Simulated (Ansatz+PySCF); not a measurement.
Values are calculated unless marked as measured or tabulated.
A run of PySCF 2.14.0 on singlet CO at this shape:

```
atom   x (Å)   y (Å)    z (Å)
   C  0.0000  0.0000  -1.2892
   O  0.0000  0.0000   0.9669
```

Its results:

```json
{
 "Converged": "yes",
 "Reference energy": "-112.28458 hartree",
 "Correlation energy": "-0.13081 hartree",
 "Total energy": "-112.41539 hartree"
}
```

(1) Which input gives this output? Name the method, the orbitals and the basis set, and write the input.

Answers

(1) RHF-MP2 in 6-31G. An unrestricted run that stays on the closed shell gives the same numbers.

```python
from pyscf import gto, scf, mp

mol = gto.M(atom="""
C 0.000000 0.000000 -1.289240
O 0.000000 0.000000 0.966930
""", basis='6-31g', charge=0, spin=0)
mf = scf.RHF(mol)
mf.kernel()
pt = mp.MP2(mf, frozen=2).run()
print(mf.e_tot, pt.e_corr, pt.e_tot)
```

Caution: bonds are stretched, where a single reference can fail; another spin multiplicity may lie lower; an unrestricted determinant lies well below.
